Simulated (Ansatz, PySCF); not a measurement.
Species: CH (charge 0, doublet). 
Geometry from a B3LYP-D3(BJ)/def2-TZVP (Ansatz, an electronic-structure program) optimisation:
```
C
H 1 1.1235
```
Charge 0, spin multiplicity 2.
Markedly spin-contaminated UHF reference, which strains HF, MP2 and, less, CCSD(T): [CH] (CH). High T1 diagnostic, so coupled cluster is less sure: [CH] (CH).

Wanted: enthalpy of formation at 298 K (from the atomisation energy, B3LYP-D3(BJ)/def2-TZVP harmonic zero-point and thermal terms from PySCF, and the atoms' enthalpies of formation in the G2/97 table; no spin-orbit terms, and no core term in the frozen-core levels), in kcal/mol. Correlated levels leave the core frozen unless marked. Open shells are spin-unrestricted. No spin-orbit coupling. No relativistic terms. The coupled-cluster limit lacks core correlation, which all-electron functionals hold. CBS(X,Y): correlation extrapolated as X^-3; Hartree-Fock from the larger set (for Q and 5 zeta extrapolated as (X+1)exp(-9√X)).

```
level                                    program  enthalpy of formation at 298 K (kcal/mol)
--------------------------------  --------------  -----------------------------------------
PBE0-D3(BJ)/def2-TZVPD            Ansatz + dftd3                                      143.3
PBE0/def2-TZVP                            Ansatz                                      143.6
BHLYP-D3(BJ)/def2-TZVPD           Ansatz + dftd3                                      143.8
MP2/def2-QZVPP                            Ansatz                                      150.1
MP2/CBS(def2-TZVPPD,def2-QZVPPD)          Ansatz                                      149.2
MP2/CBS(cc-pVQZ,cc-pV5Z)                  Ansatz                                      149.1
RI-MP2/def2-QZVPPD                        Ansatz                                      150.0
CCSD/def2-SVPD                            Ansatz                                      148.5
CCSDT(Q)/cc-pVDZ                          Ansatz                                      150.9
CCSD(T)/CBS(cc-pVQZ,cc-pV5Z)              Ansatz                                      142.8
```
